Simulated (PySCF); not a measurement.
NMR data simulated for an unnamed compound:

1H NMR (400 MHz, computed): δ 6.21 (q, 1H), 2.00 (d, 3H), 1.06 (m, 2H), 1.04 (m, 2H).

13C{1H} NMR (computed): δ 128.1 (C), 122.2 (CH), 21.4 (CH3), 5.1 (CH2), 3.8 (CH2).

[PySCF 2.14: GFN2-xTB geometry; NMR shieldings at PBE0/pcSseg-1/GIAO; non-relativistic Hamiltonian; a single conformation; no solvent; one averaged value for each set of equivalent atoms]

Shifts are taken against calculated references (same method and geometry level): TMS for 1H (σref 31.72) and 13C (σref 186.93).

Which of these does the molecule contain: a three-membered ring, a C≡C triple bond, a tert-butyl group, a nitrile, a non-aromatic C=C double bond?

Results:


- A three-membered ring: yes.
- A C≡C triple bond: no.
- A tert-butyl group: no.
- A nitrile: no.
- A non-aromatic C=C double bond: yes.

The data belong to `CC=C1CC1`, C$_{5}$H$_{8}$; they needn't prove each group on their own.

Carbon signals by region: 2 in the sp2 and nitrile region (100–160 ppm), 3 below 50 ppm.

Shifts are as computed. Against solution values, carbons near 30 ppm lie about +3 ppm off and those near 130 ppm about +5 ppm (rms about the fit 2.1 ppm; single classes can miss by 10 ppm). Of 1328 compounds with measured shifts, 309 miss one by over three times the rms of a fit or turn the order of signals round; such compounds aren't used in these exercises. Signals without a measured value on file couldn't be tested in this way; 1H shifts scatter by 0.2 ppm about their fit, and single ones miss by 0.5 ppm. No couplings were computed; multiplicities are counted from neighbouring protons, with m where these are inequivalent, close in shift, in a saturated or five-membered ring or joined by F or P, and br s for small geminal =CH2 splittings.
